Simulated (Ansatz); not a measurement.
# Structure relaxation of NbAg3

All numbers below come from Ansatz 0.2.0, DFT PBE, scalar-relativistic, plane waves, PAW. Cutoff 420 eV, Γ-centred k mesh, Gaussian smearing, no spin polarisation in the final step.

The start puts NbAg3 on the Cu3Au (L1_2) structure type (Pm-3m, No. 221), with Nb in place of Au, Ag in place of Cu, at a guessed volume.

```xyz
4
Lattice="4.1759 0.0000 0.0000 0.0000 4.1759 0.0000 0.0000 0.0000 4.1759" Properties=species:S:1:pos:R:3 pbc="T T T"
Nb    0.0000    0.0000    0.0000
Ag    0.0000    2.0880    2.0880
Ag    2.0880    0.0000    2.0880
Ag    2.0880    2.0880    0.0000
```

Cell and atoms relax at zero pressure; the relaxation can't lower the symmetry of the start.

The zero of energy is the elements' standard structures at the same level; no fitted shifts are applied.

**Question.** Which crystal results?

**Answer.** It keeps Pm-3m (No. 221). The result has the Cu3Au (L1_2) structure. Conventional cell: a = 4.183 Å. Nb has 12 Ag at 2.96 Å; Ag is coordinated by 4 Nb at 2.96 Å and 8 Ag at 2.96 Å.

```cif
data_structure
_symmetry_space_group_name_H-M 'Pm-3m'
_symmetry_Int_Tables_number 221
_cell_length_a 4.1830
_cell_length_b 4.1830
_cell_length_c 4.1830
_cell_angle_alpha 90.000
_cell_angle_beta 90.000
_cell_angle_gamma 90.000
_cell_volume 73.19
loop_
_atom_site_label
_atom_site_type_symbol
_atom_site_symmetry_multiplicity
_atom_site_Wyckoff_symbol
_atom_site_fract_x
_atom_site_fract_y
_atom_site_fract_z
_atom_site_occupancy
Nb1 Nb 1 a 0.00000 0.00000 0.00000 1
Ag1 Ag 3 c 0.00000 0.50000 0.50000 1
```

**Question.** What are its volume, energy, density and gap?

**Answer.** The volume per atom is 18.30 Å³, the density is 9.45 g/cm³ and the energy over the elements is 0.57 eV/atom. The gap on the 12×12×12 mesh is 0 eV (a metal).

The final run used a 12×12×12 mesh on its 4-atom cell and 0.10 eV smearing. For metals, differences of a few meV/atom aren't resolved. A structure relaxed within its symmetry needn't be a true minimum.

Cost: 2 runs of about 1.2 core-minutes in all, on Intel Xeon Platinum 8259CL (Skylake/Cascade Lake) (shared hosts).